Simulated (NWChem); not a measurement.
The numbers come from NWChem runs, not from measurements. System: acetamide (C2H5NO), charge 0, spin multiplicity 1, at a geometry optimised with B3LYP/def2-SVP. Level: CR-CCSD(T)/6-31G* (spherical d), 4 core orbitals frozen.

Output (cleaned and shortened):

```
             Northwest Computational Chemistry Package (NWChem) 7.3.0
             --------------------------------------------------------

                                NWChem Input Module
                                -------------------

 Scaling coordinates for geometry "geometry" by  1.889725989
 (inverse scale =  0.529177249)

                             Geometry "geometry" -> ""
                             -------------------------

 Output coordinates in angstroms (scale by  1.889725989 to convert to a.u.)

  No.       Tag          Charge          X              Y              Z
 ---- ---------------- ---------- -------------- -------------- --------------
    1 C                    6.0000    -0.72143100     1.20628200    -0.00134000
    2 C                    6.0000     0.17091300    -0.02768200    -0.00551700
    3 N                    7.0000    -0.49907500    -1.22120700    -0.02239900
    4 O                    8.0000     1.38474500     0.03523500     0.02355800
    5 H                    1.0000    -1.15932700     1.34895900     1.00059100
    6 H                    1.0000    -1.54924600     1.12137200    -0.72309000
    7 H                    1.0000    -0.10903300     2.08339900    -0.24342000
    8 H                    1.0000     0.04402400    -2.07578800     0.01085400
    9 H                    1.0000    -1.50774800    -1.28297500    -0.03546900

 Effective nuclear repulsion energy (a.u.)     121.3302353340

            Nuclear Dipole moment (a.u.)
            ----------------------------
        X                 Y               Z
 ---------------- ---------------- ----------------
    -0.0000056692    -0.0000037795    -0.0000094486


 Summary of "ao basis" -> "" (spherical)
 ------------------------------------------------------------------------------
       Tag                 Description            Shells   Functions and Types
 ---------------- ------------------------------  ------  ---------------------
 *                           6-31g*                   on all atoms

 Summary of "ao basis" -> "ao basis" (spherical)
 ------------------------------------------------------------------------------
       Tag                 Description            Shells   Functions and Types
 ---------------- ------------------------------  ------  ---------------------
 C                           6-31g*                  6       14   3s2p1d
 N                           6-31g*                  6       14   3s2p1d
 O                           6-31g*                  6       14   3s2p1d
 H                           6-31g*                  2        2   2s

                                 NWChem SCF Module
                                 -----------------

  ao basis        = "ao basis"
  functions       =    66
  atoms           =     9
  closed shells   =    16
  open shells     =     0
  charge          =   0.00
  wavefunction    = RHF
  use symmetry    = F
  symmetry adapt  = F

 Summary of "ao basis" -> "ao basis" (spherical)
 ------------------------------------------------------------------------------
       Tag                 Description            Shells   Functions and Types
 ---------------- ------------------------------  ------  ---------------------
 C                           6-31g*                  6       14   3s2p1d
 N                           6-31g*                  6       14   3s2p1d
 O                           6-31g*                  6       14   3s2p1d
 H                           6-31g*                  2        2   2s

 Forming initial guess at       0.0s

      Superposition of Atomic Density Guess
      -------------------------------------

 Sum of atomic energies:        -206.85976147

      Non-variational initial energy
      ------------------------------

 Total energy =    -209.023277
 1-e energy   =    -520.624028
 2-e energy   =     190.270516
 HOMO         =      -0.346437
 LUMO         =       0.058460

 Starting SCF solution at       0.3s

 ----------------------------------------------
         Quadratically convergent ROHF

 Convergence threshold     :          1.000E-07
 Maximum no. of iterations :          100
 Final Fock-matrix accuracy:          1.000E-09
 ----------------------------------------------
[...]
   Bfn.  Coefficient  Atom+Function         Bfn.  Coefficient  Atom+Function
  ----- ------------  ---------------      ----- ------------  ---------------
    60      0.619974  6 H  s                 58     -0.599227  5 H  s
    23      0.574081  2 C  pz                 9      0.453451  1 C  pz
    19      0.429343  2 C  pz                51     -0.411567  4 O  pz
    66      0.334709  9 H  s                 37     -0.315947  3 N  pz
    47     -0.298707  4 O  pz                62      0.295174  7 H  s

 Vector   18  Occ=0.000000D+00  E= 2.121224D-01
              MO Center= -1.1D+00, -7.0D-01,  1.6D-02, r^2= 4.8D+00
   Bfn.  Coefficient  Atom+Function         Bfn.  Coefficient  Atom+Function
  ----- ------------  ---------------      ----- ------------  ---------------
     6      1.248533  1 C  s                 34      1.229509  3 N  s
    66     -1.223544  9 H  s                 64     -0.753063  8 H  s
    58     -0.686823  5 H  s                 62     -0.528426  7 H  s
    60     -0.483805  6 H  s                 35     -0.366908  3 N  px
    36     -0.334744  3 N  py                 8      0.208649  1 C  py

 Vector   19  Occ=0.000000D+00  E= 2.636361D-01
              MO Center= -6.5D-01, -3.3D-01,  4.8D-02, r^2= 6.3D+00
   Bfn.  Coefficient  Atom+Function         Bfn.  Coefficient  Atom+Function
  ----- ------------  ---------------      ----- ------------  ---------------
     6      1.587430  1 C  s                 64      1.292230  8 H  s
    60     -1.170270  6 H  s                 58     -1.062586  5 H  s
    34     -0.710223  3 N  s                  7     -0.688451  1 C  px
    36      0.525841  3 N  py                35     -0.312785  3 N  px
    20     -0.263060  2 C  s                  3     -0.164851  1 C  px

 center of mass
 --------------
 x =   0.13569442 y =  -0.03807642 z =  -0.00030699

 moments of inertia (a.u.)
 ------------------
         190.839629502879           9.991556162325          -2.572388748631
           9.991556162325         171.917944562290          -1.548851152468
          -2.572388748631          -1.548851152468         351.234761315651

  Mulliken analysis of the total density
  --------------------------------------

    Atom       Charge   Shell Charges
 -----------   ------   -------------------------------------------------------
    1 C    6     6.60   2.00  0.64  2.07  0.71  1.14  0.04
    2 C    6     5.23   2.00  0.69  1.83  0.27  0.31  0.13
    3 N    7     7.95   2.00  0.74  2.53  0.88  1.78  0.03
    4 O    8     8.61   2.00  0.90  2.84  0.98  1.86  0.03
    5 H    1     0.80   0.51  0.29
    6 H    1     0.82   0.52  0.30
    7 H    1     0.78   0.51  0.27
    8 H    1     0.59   0.48  0.11
    9 H    1     0.61   0.49  0.12

       Multipole analysis of the density wrt the origin
       ------------------------------------------------

     L   x y z        total         open         nuclear
     -   - - -        -----         ----         -------
     0   0 0 0     -0.000000      0.000000     32.000000

     1   1 0 0     -1.590467      0.000000     -0.000006
     1   0 1 0     -0.353384      0.000000     -0.000004
     1   0 0 1      0.006913      0.000000     -0.000009

     2   2 0 0    -20.011109      0.000000     94.322725
     2   1 1 0      0.193878      0.000000     -8.136813
     2   1 0 1     -0.076374      0.000000      1.357354
     2   0 2 0    -14.561251      0.000000    116.264179
     2   0 1 1     -0.049216      0.000000      0.871599
     2   0 0 2    -18.555701      0.000000      5.688048

                   NWChem Extensible Many-Electron Theory Module
                   ---------------------------------------------


            General Information
            -------------------
      Number of processors :     1
         Wavefunction type : Restricted Hartree-Fock
          No. of electrons :    32
           Alpha electrons :    16
            Beta electrons :    16
           No. of orbitals :   132
            Alpha orbitals :    66
             Beta orbitals :    66
        Alpha frozen cores :     4
         Beta frozen cores :     4
     Alpha frozen virtuals :     0
      Beta frozen virtuals :     0
         Spin multiplicity : singlet
    Number of AO functions :    66
       Number of AO shells :    34
        Use of symmetry is : off
      Symmetry adaption is : off
         Schwarz screening : 0.10D-09

          Correlation Information
          -----------------------
          Calculation type : Coupled-cluster singles & doubles w/ perturbation
   Perturbative correction : Completely renormalized (T)
            Max iterations :      100
        Residual threshold : 0.10D-05
     T(0) DIIS level shift : 0.00D+00
     L(0) DIIS level shift : 0.00D+00
     T(1) DIIS level shift : 0.00D+00
     L(1) DIIS level shift : 0.00D+00
     T(R) DIIS level shift : 0.00D+00
     T(I) DIIS level shift : 0.00D+00
   CC-T/L Amplitude update :  5-th order DIIS
                I/O scheme : Global Array Library
        L-threshold :  0.10D-05
        EOM-threshold :  0.10D-05
 no EOMCCSD initial starts read in
 TCE RESTART OPTIONS
 SLICE:      F
 D4D5:       F
 quantumc:   F
 qrotation:  F
 pwtce:      F
 qducc:      F
 nacto:                         0
 nrotv:                         0
 nrot:                          0

            Memory Information
            ------------------
          Available GA space size is     249032444 doubles
          Available MA space size is     104854524 doubles

 Maximum block size supplied by input
 Maximum block size        24 doubles

 tile_dim =     17

 -------------------------------------------------

 Global array virtual files algorithm will be used

 Parallel file system coherency ......... OK

 4-electron integrals stored in orbital form

 v2    file size   =          3208910
 4-index algorithm nr.  13 is used
 imaxsize =       30
 imaxsize ichop =        0


CCSD iterations
 ---------------------------------------------------------
 Iter          Residuum       Correlation     Cpu    Wall
 ---------------------------------------------------------
    1   0.1862820189554  -0.5874193719558     0.4     0.4
    2   0.0532039976422  -0.6026136693392     0.4     0.4
    3   0.0193328106523  -0.6138483834894     0.4     0.4
    4   0.0085497168254  -0.6156494400740     0.4     0.4
    5   0.0036847616510  -0.6168639003698     0.4     0.4
    6   0.0010448088203  -0.6173892197892     0.4     0.4
    7   0.0005302853089  -0.6174496518600     0.4     0.4
    8   0.0002559867107  -0.6174639349593     0.4     0.4
    9   0.0001562830062  -0.6174631458765     0.4     0.4
   10   0.0000810492412  -0.6174697975031     0.4     0.4
   11   0.0000177861220  -0.6174720312215     0.4     0.4
   12   0.0000075732529  -0.6174740752775     0.4     0.4
   13   0.0000040706537  -0.6174742887758     0.4     0.4
   14   0.0000021767923  -0.6174744066763     0.4     0.4
   15   0.0000012797915  -0.6174744135390     0.4     0.4
   16   0.0000003621511  -0.6174744192598     0.4     0.4
 -----------------------------------------------------------------
 Iterations converged
 CCSD correlation energy / hartree =        -0.617474419259807
 CCSD total energy / hartree       =      -208.590131309011440

 Singles contributions

 Doubles contributions
 CR-CCSD(T)

 CR-CCSD[T]  correction energy / hartree =        -0.014619762407225
 CR-CCSD[T] correlation energy / hartree =        -0.632094181667032
 CR-CCSD[T] total energy / hartree       =      -208.604751071418661
 CR-CCSD(T)  correction energy / hartree =        -0.013379358718332
 CR-CCSD(T) correlation energy / hartree =        -0.630853777978139
 CR-CCSD(T) total energy / hartree       =      -208.603510667729779

 Task  times  cpu:       78.6s     wall:       78.6s

 Total times  cpu:       78.6s     wall:       78.6s
```

**Question.** Write an NWChem input that would produce this output.

**Answer.** This is not unique; one that fits is 
```
start mol
memory heap 100 mb stack 700 mb global 1900 mb
geometry units angstroms nocenter noautoz noautosym
  C     -0.721431     1.206282    -0.001340
  C      0.170913    -0.027682    -0.005517
  N     -0.499075    -1.221207    -0.022399
  O      1.384745     0.035235     0.023558
  H     -1.159327     1.348959     1.000591
  H     -1.549246     1.121372    -0.723090
  H     -0.109033     2.083399    -0.243420
  H      0.044024    -2.075788     0.010854
  H     -1.507748    -1.282975    -0.035469
end
basis spherical
  * library 6-31g*
end
scf
  rhf
  nopen 0
  maxiter 100
  thresh 1e-7
  semidirect memsize 60000000 filesize 0
end
tce
  freeze core 4
  cr-ccsd(t)
  2eorb
  2emet 13
  thresh 1e-6
  maxiter 100
  tilesize 24
end
task tce energy
```
